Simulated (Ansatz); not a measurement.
Which YAML input does this script hand to the engine? (the Python package of Ansatz (0.2.0))

The script, `run_energy.py`:
```python
"""Single point of CH5OSi(-)."""

import sys

import ansatz as az


def main() -> None:
    system = (
        az.Crystal.molecule()
        .atom("C", [1.0444, 0.0913, -0.1036])
        .atom("O", [0.0461, -0.8036, -0.5691])
        .atom("Si", [-1.5336, -0.5274, -0.1228])
        .atom("H", [0.8684, 1.109, -0.4705])
        .atom("H", [1.1027, 0.0874, 0.9909])
        .atom("H", [2.0105, -0.2446, -0.4933])
        .atom("H", [-1.9254, 0.8249, -0.5899])
        .atom("H", [-1.6131, -0.537, 1.3584])
    )

    calc = (
        system.calculation()
        .basis(gaussian="def2-TZVPP")
        .functional("pbe0", dispersion="d4")
        .charge(-1)
    )
    try:
        rep = calc.run(threads=1).report
    except az.AnsatzError as error:
        sys.exit(f"{type(error).__name__}: {error}")

    print(f"E = {rep['free_energy_ev']:.6f} eV = {rep['free_energy_ev'] / 27.211386246:.7f} Ha")
    print("converged:", rep["converged"], " doubts:", rep["published_state_doubts"] or "none")


if __name__ == "__main__":
    main()
```

```console
$ python run_energy.py
E = -11037.607030 eV = -405.6245768 Ha
converged: True  doubts: none
```

`input.yaml`:
```yaml
crystal:
  periodic: [false, false, false]
  atoms:
    - { symbol: C, position_ang: [1.0444, 0.0913, -0.1036] }
    - { symbol: O, position_ang: [0.0461, -0.8036, -0.5691] }
    - { symbol: Si, position_ang: [-1.5336, -0.5274, -0.1228] }
    - { symbol: H, position_ang: [0.8684, 1.109, -0.4705] }
    - { symbol: H, position_ang: [1.1027, 0.0874, 0.9909] }
    - { symbol: H, position_ang: [2.0105, -0.2446, -0.4933] }
    - { symbol: H, position_ang: [-1.9254, 0.8249, -0.5899] }
    - { symbol: H, position_ang: [-1.6131, -0.537, 1.3584] }
basis:
  gaussian: { orbitals: def2-TZVPP }
hamiltonian:
  xc: pbe0
  dispersion: d4
total_charge: -1.0
```

The program run on that file:
```console
$ ansatz run input.yaml --threads 1 --pin off --max-ram 4096MiB --backend cpu --events-out ev --progress --plain --runs-dir out
Engine: ansatz 0.2.0, aarch64-unknown-linux-gnu
Functional definition: PBE0
  parameter a = 0.25
  parameter kappa = 0.804
  parameter beta = 0.06672455060314922
  exchange = (1 - a)*pbe_x(kappa = kappa, mu = beta*pi^2/3) + a*exact_x
  correlation = pbe_c(beta = beta)
917 factors; their error is unknown
mean field evaluation 1: about -11036.3544 eV, gradient 2.0e1 eV
mean field evaluation 2: about -11036.9160 eV, gradient 1.6e1 eV
mean field evaluation 4: about -11037.4490 eV, gradient 1.4e0 eV
mean field evaluation 8: about -11037.4673 eV, gradient 3.2e-2 eV
mean field -11037.46728764 eV, -405.6194413566 hartree, gradient 5.8e-5 eV, S^2 0.000000; 0 other end points of the search recorded, 0 dependent functions left out
reference -11037.46731613 eV, -405.6194424037 hartree; 17, 17 occupied and 157, 157 virtual orbitals, 917 factors
Total energy: -11037.60702960 eV, -405.6245767790 hartree
```

Total energies depend on the basis set; only differences at equal settings carry meaning. The geometry is a force-field or estimated start, not a minimum of this method, and the basis set is short of its limit. Anions want diffuse functions, which this basis lacks. Timing: 4.4 s on 1 thread of Arm Neoverse V1, on a shared host, peak memory 0.36 GiB.
